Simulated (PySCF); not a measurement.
**Where the electron goes**

C₄H₇N₂ (charge +1).
Cartesian coordinates in Å at the GFN2-xTB level; atoms count from 1:
```
atom  x, y, z in Å
C1     1.8615    0.0058    0.0897
N2     0.4256    0.0107    0.0209
C3    -0.3567   -1.1012   -0.0890
C4    -1.6533   -0.6863   -0.1262
N5    -1.6317    0.6711   -0.0378
C6    -0.3652    1.0746    0.0503
H7     2.2351    1.0236    0.1728
H8     2.2778   -0.4555   -0.8065
H9     2.1926   -0.5667    0.9567
H10    0.0521   -2.0905   -0.1337
H11   -2.5588   -1.2528   -0.2070
H12   -2.4445    1.2736   -0.0391
H13   -0.0390    2.0941    0.1310
```

Computed, not measured: TDDFT B3LYP/def2-SVPD, vertical, gas phase, core orbitals frozen in the response in PySCF.

Kohn–Sham orbitals with the atoms that hold most of them (Löwdin shares over 4%, at most four atoms; ? is withheld):

```tsv
orbital	ε (eV)	atoms
HOMO-3	-16.66	C1 28%, N5 23%, H8 10%, H9 10%
HOMO-2	-16.00	C1 41%, H7 22%, N2 8%, H9 7%
HOMO-1	-13.93	N2 29%, N5 25%, C1 14%, C3 8%
HOMO	-12.36	?
LUMO	-5.66	?
LUMO+1	-4.66	C4 32%, C3 31%, N5 10%, N2 10%
LUMO+2	-3.91	H12 29%, C6 18%, N5 13%, C4 11%
```

(1) Which atoms hold the HOMO, and with what shares?

(2) Which atoms hold the LUMO, and with what shares?

(3) How does S1 compare with the orbital gap of 6.70 eV?

(4) Give energy, strength and leading configuration of S1 and S6, and follow the Löwdin shares of the leading atoms from the occupied to the empty orbital.

Answers

(1) C4 (bonded to C, N and H) 28%; C3 (bonded to C, N and H) 27%; C6 (bonded to 2 N and H) 20%; N2 (bonded to 3 C) 9%. By element: carbon 76% or more, nitrogen 9% or more.

(2) C6 (bonded to 2 N and H) 35%; N2 (bonded to 3 C) 22%; N5 (bonded to 2 C and H) 20%; H13 (bonded to C) 7%. By element: nitrogen 42%, carbon 35% or more, hydrogen 7% or more.

(3) S1 is at 6.30 eV (f = 0.127), 0.40 eV below the gap, made of HOMO→LUMO (94%). Without the coupling terms of the response equations the lowest excitation would equal the gap.

(4) 
- S1 (6.30 eV, f 0.127), HOMO→LUMO (94%): C4 28% → at most 8%, C3 27% → at most 8%, C6 20% → 35%, N2 9% → 22%
- S6 (8.59 eV, f 0.126), HOMO-1→LUMO+1 (91%): N2 29% → 10%, N5 25% → 10%, C4 at most 9% → 32%, C3 8% → 31%

Löwdin shares depend on the basis, the more so with diffuse functions.
